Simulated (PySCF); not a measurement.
Process, species as SMILES: N#N (N2) + 3 [H][H] (H2) → 2 N (NH3)
B3LYP-D3(BJ)/def2-TZVP geometries, fixed; electronic energies without zero-point terms.
Largest species:
```xyz
4

N      0.0022    -0.0038     0.1116
H     -0.0020     0.9512    -0.2281
H      0.8095    -0.4644    -0.2929
H     -0.8232    -0.4600    -0.2599
```
Charge 0, spin multiplicity 1.

Effect of the auxiliary basis of density fitting at wB97M-V/def2-TZVP with PySCF, against the last row, where the energy of full hydrogenation is -38.99 kcal/mol.

| setting | fitting functions, largest species | largest shift of a total energy (mEh) | shift of the energy of full hydrogenation (kcal/mol) |
|---|---|---|---|
| density fitting: autoaux | 266 | -0.004 | 0.005 |
| density fitting: def2-universal-jkfit | 131 | -0.042 | 0.005 |
| density fitting: cc-pvtz-jkfit | 169 | 0.016 | -0.016 |
| density fitting: cc-pvqz-jkfit | 259 | -0.003 | 0.000 |
| density fitting: none | - | 0.000 | 0.000 |

Within 0.02 kcal/mol in the energy of full hydrogenation: density fitting: autoaux; density fitting: def2-universal-jkfit; density fitting: cc-pvtz-jkfit; density fitting: cc-pvqz-jkfit. The largest shift is 0.042 mEh in a total energy and 0.016 kcal/mol in the difference.
